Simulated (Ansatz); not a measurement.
**Low doublet and quartet states of OH by full CI**

```
atom   x (Å)   y (Å)   z (Å)
   O  0.0000  0.0000  0.0000
   H  0.0000  0.0000  0.9731
```

Basis cc-pVDZ; Ansatz 0.2.0. Only valence electrons are correlated (noble-gas cores frozen), which leaves 7 electrons in 18 orbitals.

Q: From the orbital picture of this species, estimate the order, symmetries and energies of the lowest 3 doublet and 1 quartet states at this geometry (other spins aside; irreps A1, B1, B2, A2 in the program's axes; members of a degenerate level count singly).

A: Full CI in cc-pVDZ gives:
```
2S+1  irrep  energy above the lowest listed (eV)
   2     B2                                0.000
   2     B1                                0.000
   2     A1                                4.346
   4     A2                                7.706
```

21 s on 1 thread of AMD EPYC 7B13, shared host.
